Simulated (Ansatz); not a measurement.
Chalcopyrite ZnGeP2 was calculated with LDA in Ansatz (PAW).

Settings: plane-wave cutoff 520 eV, 10×10×10 k mesh, Fermi–Dirac smearing 0.01 eV, scalar-relativistic PAW data made under PBE.

The cell is scaled about its equilibrium volume (c/a stays at 1.977):

Shape and atoms are relaxed at each volume.

```csv
V (Å³/atom),P (GPa),direct gap at Γ (eV),smallest gap on the k mesh (eV)
18.408,3.98,1.087,0.969
18.792,1.88,1.134,1.002
19.175,0.00,1.179,1.033
19.559,-1.68,1.221,1.060
19.942,-3.19,1.174,1.055
```

The fundamental gap (1.00 eV at the equilibrium volume, with added k points) lies elsewhere than Γ–Γ.

Measured, for comparison: band gap 2.05 eV (temperature not stated, no zero-point or thermal correction, pseudodirect, our sources range from 1.80 to 2.20; as tabulated in Rashkeev et al. (1999), arXiv:cond-mat/9809378).

Note: the bulk modulus comes from volumes at which shape and atoms were relaxed.

Spin–orbit coupling is not included.

Ansatz is a first-principles code.
